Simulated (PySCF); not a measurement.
Isomers of C2H3N. All species are isolated molecules in the gas phase. Strings in code marks are SMILES.

Calculation: PBE-D3(BJ)/def2-TZVP // r2SCAN-D4/def2-TZVP (PySCF 2.14.0). All candidates: neutral, multiplicity 1. Excitations are Tamm–Dancoff values on a coarser integration grid. The basis has no diffuse functions, so Rydberg states are missing or too high.

```yaml
S1 excitation (TDA): 5.34 eV
HOMO–LUMO gap: 5.23 eV
LUMO: -0.04 eV
```

### Question
Say which member has these values.
A) `CC#N`
B) `C=C=N`
C) `C#CN`

### Answer
C, `C#CN`. The others give `C=C=N`: 4.71 eV, 4.52 eV, -1.22 eV; `CC#N`: 7.85 eV, 7.85 eV, -0.22 eV
